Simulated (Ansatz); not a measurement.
Input file for Ansatz (an electronic-structure program): U-BLYP/def2-TZVPPD on HFHts, 2S+1 = 2. Files ending in .json are basis or fitting sets from the Basis Set Exchange.

Ansatz 0.2 input:
```yaml
crystal:
  periodic: [false, false, false]
  atoms:
    - {symbol: H, position_ang: [0.00000000, 0.00000000, 1.13721700]}
    - {symbol: F, position_ang: [0.00000000, 0.00000000, 0.00000000]}
    - {symbol: H, position_ang: [0.00000000, 0.00000000, -1.13721700]}
basis:
  gaussian:
    orbitals: def2-TZVPPD.json
hamiltonian:
  xc: {name: BLYP}
magnetization: {spin_polarized: true, initial_magnetization: 1}
```

The head of its log:

```
WARN ansatz: RAYON_NUM_THREADS=2 ignored (pool sized by the plan → 2); use --threads N
Functional definition: BLYP
integrals: 0.01 GiB planned
315 factors; their error is unknown
mean field: 0.14 GiB planned
mean field evaluation 1: about -2745.6111 eV, gradient 2.0e1 eV
mean field evaluation 2: about -2741.3585 eV, gradient 4.4e1 eV
```

### Question
Give the final energy of this run.

### Answer
-100.9405 hartree.
